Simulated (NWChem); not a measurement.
# CH$_{2}$Cl$_{2}$ cation, doublet; SMILES of the neutral closed-shell parent ClCCl

```xyz
5

Cl     1.4800     0.0000     0.1840
C      0.0000     0.0000    -0.6748
Cl    -1.4800     0.0000     0.1840
H      0.0000     0.8675    -1.3908
H      0.0000    -0.8675    -1.3908
```
Atoms are numbered in this order, from 1.

Results from NWChem. Spin-unrestricted. In the optimisation the excess spin sits in b2 (C2v, its own frame). Structure relaxed at the PBE0/def2-SVP, spin-unrestricted level. This spin state was assumed; another may lie lower. No stability test was run on the SCF state. Vzz is the largest principal value of the second derivative of the potential at the nucleus (NWChem prints the opposite sign); η is the asymmetry. Non-relativistic.

```csv
level,Vzz Cl3 (a.u.),η Cl3,relative time
UHF/def2-TZVP,-3.582,0.79,3
UHF/cc-pVTZ,-3.258,0.79,10
B3LYP/def2-TZVP,-3.401,0.89,5
B3LYP/def2-SVP,-3.026,0.91,1
```

Times are rough ratios from one shared machine.
